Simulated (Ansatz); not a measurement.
**Ti (Fm-3m, No. 225, 1 atom in the cell; start mp-6985; another form than the element's usual one)**

The numbers are results of PBEsol (PAW; Ansatz, an electronic-structure program), not measurements.

Run with plane-wave cutoff 500 eV, 30×30×30 k mesh, Fermi–Dirac smearing 0.1 eV, no spin polarisation, scalar-relativistic PAW data made under PBE.

Cell (relaxed at this level):

```
CELL_PARAMETERS angstrom
      0.00000     2.02963     2.02963
      2.02963     0.00000     2.02963
      2.02963     2.02963     0.00000
ATOMIC_POSITIONS crystal
  Ti 0.00000 0.00000 0.00000
```

| Quantity | Value |
|---|---|
| band gap | zero (no gap) |

Note: the relaxation could not lower the start's symmetry, so the cell can be a saddle point above a distorted one.

The computed numbers hold no vibrational or temperature effects.

Computing time: around 30 core-seconds (rough).

A start named mp-… is a Materials Project structure, which need not be a measured phase.
